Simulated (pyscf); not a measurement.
Optimised with ωB97X-D3(BJ)/def2-SVP in PySCF.

Problem. For the elementary gas-phase step Cl–In (SMILES [Cl][In]) [singlet] + HCl (SMILES Cl) + H₂O (SMILES O) → Cl–InH–Cl (SMILES [Cl][InH][Cl]) + H₂O (SMILES O) (singlet surface; Cl–H, H–O broken, Cl–In, H–In, H–O formed), what barrier and reaction energy does r²SCAN/def2-TZVP give, measured from the separated reactants?

Solution. ΔE‡ = 1.7 kcal/mol, ΔE = -9.7 kcal/mol. CCSD(T)/def2-TZVPP + ΔMP2(QZVPP) gives 12.8 kcal/mol and -6.8 kcal/mol. Zero-point energy shifts the barrier by +2.0 kcal/mol. It is a multi-bond step, with an imaginary mode of 968i cm⁻¹. On the reactant side the descent ends in a bound adduct, 12.3 kcal/mol under the separated species and 18.6 kcal/mol under the saddle at ωB97X-D3(BJ)/def2-TZVP. On the product side the descent ends in an adduct with a In–O contact, 19.2 kcal/mol under the separated species and 39.0 kcal/mol under the saddle at ωB97X-D3(BJ)/def2-TZVP. At ωB97X-D3(BJ)/def2-TZVP the barrier from the zero used here is 6.3 kcal/mol. One saddle was located; it need not be the lowest between these sides. The CCSD(T) − MP2 part came from Ansatz, without density fitting, on the same reference. The frozen core leaves the outer d or s,p core shells of the metals and heavy elements correlated in the MP2 and CC values, and def2-TZVPP describes them poorly, which can shift differences by a few kcal/mol. Elements past Kr carry the def2 core potentials, without spin-orbit coupling.
